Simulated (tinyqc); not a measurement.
Inside a calculation. Method: extended Hueckel theory, for CO. Computed by tinyqc, a small Python program that keeps every step (integrals from PySCF). Settings: charge = 0, K = 1.75, multiplicity = 1. Command: `OMP_NUM_THREADS=1 python tinyqc.py 24882 24883 out.jsonl` (the two numbers bound the seeds that draw the settings). One thread of a shared host (Intel(R) Xeon(R) Processor @ 2.60GHz), about 0.01 s of CPU time with the checks.

## Overlaps

Geometry (angstrom):

| atom | x | y | z |
|---|---|---|---|
| C | 0.000000 | 0.000000 | 0.000000 |
| O | 0.000000 | 0.000000 | 0.982000 |

Parameters chosen for this run:

| element | shell | Slater exponent | H_ii (eV) |
|---|---|---|---|
| C | 2s | 1.625000 | -21.400000 |
| C | 2p | 1.625000 | -11.400000 |
| O | 2s | 2.275000 | -32.300000 |
| O | 2p | 2.275000 | -14.800000 |

Slater orbitals, each expanded in six Gaussians scaled to its exponent.

overlap S:
```
            1C 2s    1C 2px    1C 2py     1C 2pz     2O 2s    2O 2px    2O 2py     2O 2pz
1C 2s    1.000000  0.000000  0.000000   0.000000  0.510277  0.000000  0.000000  -0.360221
1C 2px   0.000000  1.000000  0.000000   0.000000  0.000000  0.336251  0.000000   0.000000
1C 2py   0.000000  0.000000  1.000000   0.000000  0.000000  0.000000  0.336251   0.000000
1C 2pz   0.000000  0.000000  0.000000   1.000000  0.558380  0.000000  0.000000  -0.250475
2O 2s    0.510277  0.000000  0.000000   0.558380  1.000000  0.000000  0.000000   0.000000
2O 2px   0.000000  0.336251  0.000000   0.000000  0.000000  1.000000  0.000000   0.000000
2O 2py   0.000000  0.000000  0.336251   0.000000  0.000000  0.000000  1.000000   0.000000
2O 2pz  -0.360221  0.000000  0.000000  -0.250475  0.000000  0.000000  0.000000   1.000000
```

## Wolfsberg-Helmholz matrix

diagonal H_ii (eV): 1C 2s -21.400000, 1C 2px -11.400000, 1C 2py -11.400000, 1C 2pz -11.400000, 2O 2s -32.300000, 2O 2px -14.800000, 2O 2py -14.800000, 2O 2pz -14.800000

K = 1.750000

H_ij = K' S_ij (H_ii + H_jj)/2 for i != j (the diagonal keeps H_ii), with K' = 1.75.

H (eV):
```
             1C 2s      1C 2px      1C 2py      1C 2pz       2O 2s      2O 2px      2O 2py      2O 2pz
1C 2s   -21.400000    0.000000    0.000000    0.000000  -23.976646    0.000000    0.000000   11.409986
1C 2px    0.000000  -11.400000    0.000000    0.000000    0.000000   -7.708558    0.000000    0.000000
1C 2py    0.000000    0.000000  -11.400000    0.000000    0.000000    0.000000   -7.708558    0.000000
1C 2pz    0.000000    0.000000    0.000000  -11.400000  -21.351050    0.000000    0.000000    5.742143
2O 2s   -23.976646    0.000000    0.000000  -21.351050  -32.300000    0.000000    0.000000    0.000000
2O 2px    0.000000   -7.708558    0.000000    0.000000    0.000000  -14.800000    0.000000    0.000000
2O 2py    0.000000    0.000000   -7.708558    0.000000    0.000000    0.000000  -14.800000    0.000000
2O 2pz   11.409986    0.000000    0.000000    5.742143    0.000000    0.000000    0.000000  -14.800000
```

## Orbitals

valence electrons = 10

Solve H C = S C e through S^(-1/2); fill by pairs from the bottom, a degenerate level sharing its electrons equally; each orbital has its largest coefficient positive (the first on a tie).

orbital energies (eV): -35.126165  -18.609404  -15.986687  -15.986687  -12.850973  -7.708367  -7.708367  91.124859

occupations: 2.000000  2.000000  2.000000  2.000000  2.000000  0.000000  0.000000  0.000000

coefficients:
```
             MO1        MO2       MO3        MO4        MO5        MO6        MO7        MO8
1C 2s   0.337717  -0.570471  0.000000   0.000000   0.421542   0.000000   0.000000  -1.407577
1C 2px  0.000000   0.000000  0.400267  -0.037531   0.000000   0.982579  -0.019866   0.000000
1C 2py  0.000000   0.000000  0.037531   0.400267   0.000000   0.019866   0.982579   0.000000
1C 2pz  0.059447   0.373249  0.000000   0.000000  -0.601516   0.000000   0.000000  -1.424400
2O 2s   0.759805   0.304590  0.000000   0.000000   0.060867   0.000000   0.000000   1.637344
2O 2px  0.000000   0.000000  0.786922  -0.073786   0.000000  -0.708930   0.014333   0.000000
2O 2py  0.000000   0.000000  0.073786   0.786922   0.000000  -0.014333  -0.708930   0.000000
2O 2pz  0.029593   0.598900  0.000000   0.000000   0.687827   0.000000   0.000000  -0.971958
```

sum of one-electron energies = -197.119833 eV

Within a degenerate level the vectors are fixed only up to a rotation; this is one choice.

## Mulliken analysis

P = C n C^T; charge = valence electrons (C 4, O 6) minus the sum of (P S)_ii on the atom; overlap population = 2 sum P_ij S_ij between two atoms.

charges: 1C 0.310726, 2O -0.310726

Overlap populations:

| pair | value |
|---|---|
| 2-1 | 1.598138 |
